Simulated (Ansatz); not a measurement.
Caesium, bcc: convergence with Methfessel-Paxton smearing

Computed with Ansatz, LDA, scalar-relativistic PAW, on the relaxed cell (a = 5.768 Å; spin not included). Errors count from a run at 420 eV on a Γ-centred 13×13×13 mesh with Fermi-Dirac smearing of 0.1 eV, extrapolated to zero width. Fixed here: cutoff 420 eV, mesh 8×8×8. The SCF starts from atomic densities corrected by a trained network.

| width (eV) | E(σ→0) error (meV/atom) | F error (meV/atom) | P (GPa) | SCF iterations |
| --- | --- | --- | --- | --- |
| 0.01 | 8.4 | 8.3 | -0.01 | 5 |
| 0.03 | 8.0 | 7.9 | 0.00 | 5 |
| 0.1 | 7.0 | 6.4 | -0.01 | 6 |
| 0.2 | 4.8 | 3.6 | -0.01 | 6 |
| 0.6 | -2.7 | -2.6 | -0.01 | 6 |
| 1.0 | -2.0 | 7.9 | -0.06 | 6 |

Problem. What does the run at 0.3 give (width)?

Solution. E(σ→0) error (meV/atom): 2.8; F error (meV/atom): 1.3; P (GPa): 0.00; SCF iterations: 6.
